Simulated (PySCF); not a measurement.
# S2OH: relaxation and vibrations of the doublet

The task is one start of a wider search on S2OH: the doublet, from a linear start. It is relaxed, tested by its Hessian and followed downhill if it is a saddle.

The runs use PySCF 2.14.0; PBE0, basis S def2-TZVP, O def2-TZVP, H def2-TZVP, no relativity, density fitting.

### 1 Where the work starts

4 atoms, charge 0, spin multiplicity 2.

Bond lengths: S1–S2 1.880 Å, S1–O3 1.660 Å, O3–H4 0.960 Å. Angles: S2–S1–O3 180.0°, S1–O3–H4 130.0°.

```xyz
4
charge 0 multiplicity 2
S     0.0000    0.0000    0.0000
S     0.0000    0.0000   -1.8800
O     0.0000    0.0000    1.6600
H    -0.7354    0.0000    2.2771
```

### 2 First SCF at the start

The steps below are one call of a driver around PySCF. For each, scf.py gives the equivalent set-up of the SCF; relaxations use the driver's own optimiser. After this first run the driver tries any further starts and a stability analysis.

scf.py reads:

```python
from pyscf import gto, scf, dft
mol = gto.M(atom='''
S      0.000000     0.000000     0.000000
S      0.000000     0.000000    -1.880000
O      0.000000     0.000000     1.660000
H     -0.735400     0.000000     2.277100''',
    basis={'S': 'def2-TZVP', 'O': 'def2-TZVP', 'H': 'def2-TZVP'},
    charge=0, spin=1)
mf = dft.UKS(mol, xc='PBE0')
mf.grids.atom_grid = (50, 194)
aux = {'S': 'def2-universal-JKFIT', 'O': 'def2-universal-JKFIT', 'H': 'def2-universal-JKFIT'}
mf = mf.density_fit(auxbasis=aux)
mf.conv_tol = 1e-08
mf.diis_space = 10
mf.max_cycle = 60
mf.init_guess = 'minao'
mf.verbose = 4
mf.kernel()
```

Started as:

```sh
> OMP_NUM_THREADS=4 python axn.py task.json out
```

After this run come: Relaxation: linear start, doublet; Hessian and properties.

What does the calculation give? Wanted: minimum; geometry; wavenumbers; dipole moment; highest occupied, lowest empty level; polar-tensor charge of S1; zero-point energy; atomisation energy; ⟨S²⟩.

As calculated:

| quantity | value |
| --- | --- |
| minimum | doublet, Cs |
| geometry | O–H 0.968 Å, S–O 1.803 Å, S–S 1.928 Å; H–O–S 111.0°, O–S–S 152.1° |
| wavenumbers (cm⁻¹) | 241 (a'), 441 (a'), 600 (a'), 607 (a''), 843 (a'), 3790 (a') |
| dipole moment | 1.40 D |
| highest occupied, lowest empty level (either spin) | -5.85, -4.54 eV |
| polar-tensor charge of S1 | +0.80 e |
| zero-point energy | 39.0 kJ/mol |
| entropy at 298.15 K | 282.1 J/(mol K) |
| atomisation energy (no zero-point energy) | 885 kJ/mol |
| ⟨S²⟩ | 0.768 |

In words: The molecule stays Cs, as typed, and the end point is a minimum. The strongest infrared band lies at 441 cm⁻¹ (a'). The first SCF alone would have been 4 kJ/mol too high. Only this shape and spin were tried, so other structures or states may lie lower.
